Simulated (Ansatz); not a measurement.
```yaml
crystal:
  periodic: [false, false, false]
  atoms:
    - {symbol: C, position_ang: [-0.386389, -1.175308, 0.662845]}
    - {symbol: C, position_ang: [0.112561, -0.184859, -0.063738]}
    - {symbol: C, position_ang: [1.098460, 0.009677, -1.191867]}
    - {symbol: F, position_ang: [1.414118, 1.218570, -1.766004]}
    - {symbol: C, position_ang: [-0.465745, 1.095002, 0.284855]}
    - {symbol: F, position_ang: [-0.278347, 1.546787, 1.788881]}
    - {symbol: H, position_ang: [-1.346960, -1.343173, 0.383171]}
    - {symbol: H, position_ang: [-0.039547, -1.092292, 1.624504]}
    - {symbol: H, position_ang: [0.302825, -2.116266, 0.381566]}
    - {symbol: H, position_ang: [1.434127, -0.917742, -1.432496]}
    - {symbol: H, position_ang: [-1.567533, 1.177059, 0.066541]}
    - {symbol: H, position_ang: [0.019258, 2.088247, -0.246377]}
basis:
  gaussian: {orbitals: ANO-RCC-VTZP, final_grid: {core_spheres: 8, valence_spheres: 7, degree: 23}}
hamiltonian: {xc: {name: wB97X}}
relax: {f_tol: 0.001, max_steps: 1}
output: {forces: true}
```

```sh
$ ansatz run in.yaml --threads 4 --pin off --events-out ev --progress --plain --max-ram 10444MiB
```

Shortened log:

```
Functional definition: wB97X
1624 factors; their error is unknown
580 factors; integrals over basis functions are off by at most 2.4e-6 eV
mean field evaluation 1: about -9678.5721 eV, gradient 5.0e1 eV
mean field evaluation 2: about -9678.2923 eV, gradient 5.5e1 eV
mean field evaluation 4: about -9683.7749 eV, gradient 2.5e0 eV
mean field evaluation 8: about -9683.7892 eV, gradient 1.2e-1 eV
mean field evaluation 16: about -9683.7716 eV, gradient 8.5e-4 eV
mean field -9683.77160233 eV, -355.8720424895 hartree, gradient 3.2e-5 eV, S^2 0.000000; 0 other end points of the search recorded, 0 dependent functions left out
reference -9683.77154327 eV, -355.8720403189 hartree; 24, 24 occupied and 240, 240 virtual orbitals, 1624 factors
relax step   1: F+E_penalty+E_count = -9683.77160233 eV  Δ(F+E_penalty+E_count) = +0.000e0 eV  max|allowed force component| = 9.410e0 eV/Å  Δτ_max = 0.0000 Å  (37 SCF iters, accepted)
Error: geometry relaxation did not converge after 1 steps: max|allowed force component| = 9.41e0 eV/Å (threshold 1.0e-3). Raise `relax.max_steps` over both its present limit and 1, loosen `relax.f_tol`, or start from a geometry closer to equilibrium. Where this run's directory can be resumed (`checkpoint.write`), a resume goes on for up to `relax.max_steps` more
```

**Question.** Something in this input is off. What?

**Answer.** The relaxation is allowed too few steps for its threshold. The calculation stopped without meeting its thresholds.
